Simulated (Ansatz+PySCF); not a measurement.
# singlet H₂S: levels of theory in one basis

```json
{"atom": "S", "x (Å)": "0.0000", "y (Å)": "0.0000", "z (Å)": "-0.1092"}
{"atom": "H", "x (Å)": "0.0000", "y (Å)": "1.0201", "z (Å)": "0.8738"}
{"atom": "H", "x (Å)": "0.0000", "y (Å)": "-1.0201", "z (Å)": "0.8738"}
```

Basis set: 6-31G (spherical functions). Left uncorrelated: 5 orbitals. Charge 0, multiplicity 1.

Computed with Ansatz (development build ahead of 0.2.0); each method stands on the lowest determinant of its kind that the runs found.

| method | E − E(RHF) (eV) | <S²> of the determinant |
| --- | --- | --- |
| RHF | 0.00 | 0.00 |
| RHF-CCSD | -2.12 | – |
| RHF-CCSD(T) | -2.14 | – |
| full CI (lowest root of this spin) | -2.14 | – |

Question: What does RHF-MP2 give on the same scale?

Answer: -1.67 eV.

Question: Is a single determinant a sound starting point here?

Answer: By this sign, yes. Unrestricted orbitals gain 0.00 eV and <S²> is 0.00 against 0.00 for a pure state.
